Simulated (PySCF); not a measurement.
Calculation: PBE-D3(BJ)/def2-TZVP // PBE0-D4/def2-TZVP run with PySCF 2.14.0. Gas-phase values, no solvent. 

Reference species (SMILES): `[CH2]C` (neutral, multiplicity 2).

| Quantity | Result |
|---|---|
| highest occupied spin orbital | -4.54 eV |

Changed species: `[GeH3]` (radical fragment; the reference has radical fragment).

Problem. Give the shifts of the highest occupied spin orbital.

Solution. the highest occupied spin orbital decreases by 0.66 eV, to -5.20 eV.
